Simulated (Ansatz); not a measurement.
A calculation with Ansatz (development build ahead of 0.2.0).

```yaml
crystal:
  periodic: [false, false, false]
  atoms:
    - { symbol: Si, position_ang: [0.0, 0.0, 0.0] }
    - { symbol: H, position_ang: [0.86187, 0.86187, 0.86187] }
    - { symbol: H, position_ang: [0.86187, -0.86187, -0.86187] }
    - { symbol: H, position_ang: [-0.86187, 0.86187, -0.86187] }
    - { symbol: H, position_ang: [-0.86187, -0.86187, 0.86187] }
basis:
  gaussian: { orbitals: def2-TZVP }
hamiltonian:
  xc: hf
correlation:
  method: mp2
  frozen_orbitals: { H: 0, Si: 5 }
```

The input is written out in the form of the current development build from the run's settings.

Output:

| Quantity | Value |
| --- | --- |
| Converged | yes |
| Reference energy | -291.25748 hartree |
| Correlation energy | -0.13095 hartree |
| Total energy | -291.38843 hartree |
| Spin squared of the determinant | 0.000 |
